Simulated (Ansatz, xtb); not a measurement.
A geometry optimisation of CHAlN with r2SCAN-D4/def2-SVP

The starting geometry of this gas-phase doublet was built from a drawn formula by distance geometry and a force field; its bonds are those of `[C]1=[N][AlH]1`.

```yaml
atoms:
  - { symbol: C, position_ang: [-1.3897, 1.6152, 2.0292] }
  - { symbol: Al, position_ang: [-0.0281, 0.6102, 1.5932] }
  - { symbol: N, position_ang: [-1.1417, 1.6059, 0.6893] }
  - { symbol: H, position_ang: [1.2837, -0.3177, 1.7778] }
```

Task: Predict what becomes of its bonds when it is optimised with r2SCAN-D4/def2-SVP.

Result: A bond breaks, giving a structure given below by its coordinates. Distances that change by over a tenth: C1–N3 (1.36 → 1.19 Å). Contacts that open: C1–Al2 (1.75 → 3.01 Å).

The energy falls by 2.04 eV over 17 steps:

| step | E − E(last) (eV) |
| --- | --- |
| 1 | 2.044 |
| 3 | 1.019 |
| 5 | 0.525 |
| 6 | 0.482 |
| 8 | 0.466 |
| 10 | 0.318 |
| 12 | 0.150 |
| 13 | 0.026 |
| 15 | 0.001 |
| 17 | 0.000 |

Final geometry (Å):

```tsv
atom	x (Å)	y (Å)	z (Å)
C	-1.9736	1.9866	1.1920
Al	0.4730	0.5497	2.2014
N	-1.0031	1.3884	1.5232
H	1.2281	-0.4111	1.1729
```

From the same start GFN2-xTB reaches the same bonding as this run.

No frequencies were run, so the end isn't proven a minimum. Open shells are spin-unrestricted. Run with Ansatz 0.2.0, 70 s on 1 thread of Arm Neoverse V2 (shared host).
